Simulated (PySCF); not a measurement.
A structure optimised at PBE-D3(BJ)/def2-TZVPD, used in a PySCF frequency run:

```
F
F 1 1.4131
```

Write its SMILES, formula and point group.

FF, F2, D∞h

What are its rotational constants (standard atomic weights)?

26.643 GHz (linear rotor, B only)
